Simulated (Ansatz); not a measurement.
Basis-set extrapolation for C₂H₂O₃, SMILES `O=C=C(O)O` (PBE0-D4/def2-TZVP geometry, frozen core, Ansatz 0.2.0). Multiplicity 1, RHF reference.

|  | def2-TZVPP | def2-QZVPP |
| --- | --- | --- |
| HF | -301.544602 | -301.558059 |
| MP2 correlation | -1.001527 | -1.078550 |
| CCSD(T) correlation | -1.051567 | not run |

Energies in hartree. Use E(X) = E(∞) + A·exp(−7.88·√X) for Hartree–Fock and E(X) = E(∞) + B·X^(−2.97) for correlation, with X = 3 and 4, and add CCSD(T) minus MP2 of the smaller set to the MP2 limit.

Task: What is the CCSD(T) energy at the basis-set limit?

Result: HF limit: -301.558059 + (-0.013457) × 0.13774 = -301.55991. MP2 limit: -1.078550 + (-0.077023) × 0.74074 = -1.13560. Higher-order term: -1.051567 − (-1.001527) = -0.05004. Total: -302.74555 hartree, 392.2 kJ/mol below CCSD(T)/def2-TZVPP.
